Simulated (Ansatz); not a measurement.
Program: Ansatz 0.2.0.

A structure relaxed at PBE0-D4/def2-TZVP, charge 0, multiplicity 1:

| atom | x (Å) | y (Å) | z (Å) |
| --- | --- | --- | --- |
| N1 | -1.343 | 0.111 | 1.621 |
| C2 | -0.433 | 0.216 | 0.805 |
| C3 | 0.582 | 0.257 | -0.021 |
| N4 | 0.636 | -0.368 | -1.292 |
| H5 | -2.105 | 0.779 | 1.491 |
| H6 | 1.416 | 0.899 | 0.238 |
| H7 | 1.441 | -0.979 | -1.365 |
| H8 | -0.193 | -0.915 | -1.477 |

Question: Give its formula and SMILES.

Answer: C2H4N2, `N=C=CN`.

Question: Summarise the bond lengths by kind.

Answer: 2 × C–N 1.227 to 1.418 Å; 3 × H–N 1.011 to 1.022 Å; 1 × C–C 1.309 Å; 1 × C–H 1.084 Å.
